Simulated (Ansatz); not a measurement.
`C=CC(C)F` → `C=CCF` + `[CH2]` (triplet) at 400 K and 1 bar (formal loss of a carbene).

Calculated with Ansatz (gas phase, PBE0-D4/def2-TZVP geometries, no zero-point term in ΔE). CCSD(T)/CBS is the MP2 limit (def2-TZVPP, def2-QZVPP) plus CCSD(T) − MP2 in def2-TZVPP, frozen cores. This one scheme is used for every species. Triplets are unrestricted, without spin–orbit coupling. Each species was taken in one conformer, which may not be the lowest.

```json
{"species": "`C=CC(C)F`", "CCSD(T)/CBS energy (Eh)": "-256.19254", "H − E (kJ/mol)": "293.7", "S (J/(mol·K))": "343.2"}
{"species": "`C=CCF`", "CCSD(T)/CBS energy (Eh)": "-216.92453", "H − E (kJ/mol)": "214.1", "S (J/(mol·K))": "306.2"}
{"species": "`[CH2]` (triplet)", "CCSD(T)/CBS energy (Eh)": "-39.09499", "H − E (kJ/mol)": "59.0", "S (J/(mol·K))": "205.7"}
```

H − E and S are ideal-gas, rigid-rotor, harmonic terms from PBE0-D4/def2-TZVP, for one conformer and one mirror image of each species, with the whole ground term of open shells counted as degenerate. 1 Eh = 2625.50 kJ/mol, R = 8.31446 J/(mol·K).

By hand: ΔE, ΔH, ΔS and ΔG.

ΔE = (-216.92453) + (-39.09499) − (-256.19254) = 0.17302 Eh = 454.3 kJ/mol. Δ(H − E) = 214.1 + 59.0 − 293.7 = -20.6, so ΔH = 433.7 kJ/mol. ΔS = 306.2 + 205.7 − 343.2 = 168.7 J/(mol·K). ΔG = 433.7 − 400 × (168.7)/1000 = 366.2 kJ/mol.

By hand: the equilibrium constant, and the temperature at which ΔG would vanish if ΔH and ΔS stayed fixed.

log₁₀ K = −ΔG/(RT ln 10) = -47.8. ΔG = 0 at ΔH/ΔS = 2571 K, far beyond where these terms or the molecules hold.

The number of gas molecules changes by +1, which sets the sign of ΔS. A doubt of 5 kJ/mol in ΔE shifts log₁₀ K by 0.7 here. Other conformers and mirror images would add mixing entropy, several J/(mol·K) or more a flexible species. A triplet takes part, so the spin changes. These are equilibria of isolated gas molecules and say nothing of rates. Largest T1 diagnostic: 0.011 (customary marks: 0.02 for closed shells, 0.045 for open ones).
